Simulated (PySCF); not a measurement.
# C5H10O (1-methylcyclopropanemethanol): the cost of one run

Computed with PySCF 2.14.0 and routines of our own; the level stands in each step. Atoms count from 0.

### Step 1. The system as given

16 atoms, charge 0, multiplicity 1; geometry from: GFN2-xTB.

### Step 2. Optimising the geometry at PBE0-D3(BJ)/def2-SVP

What the job is given:

```
{"job": {"xc": "PBE0", "basis": "def2-SVP", "d3": "d3bj", "grid": 2, "kind": "geom"}, "charge": 0, "multiplicity": 1}
C     -0.678778    -1.392600    -0.370407
C     -0.134217    -0.058524     0.088085
C      1.257054    -0.149544     0.688304
O      2.221350    -0.573885    -0.248807
C     -0.462584     1.173256    -0.708199
C     -1.084508     0.961068     0.641475
H      0.040533    -1.882688    -1.024513
H     -1.614231    -1.265240    -0.909474
H     -0.855581    -2.040995     0.486659
H      1.279717    -0.896604     1.486304
H      1.544372     0.822720     1.115589
H      2.169729     0.007802    -1.016114
H     -1.089341     1.070453    -1.581191
H      0.287230     1.945839    -0.804105
H     -0.756594     1.583823     1.460258
H     -2.131747     0.704061     0.684728
```

The run is started by

```
$ OMP_NUM_THREADS=1 python excited_run.py task.json out
```

This one command runs all jobs of the session in turn.

Q: Estimate the wall time and peak memory of this first job on 1 thread of Arm Neoverse V2, shared host.

About 28 s, with a peak of 0.69 GiB.
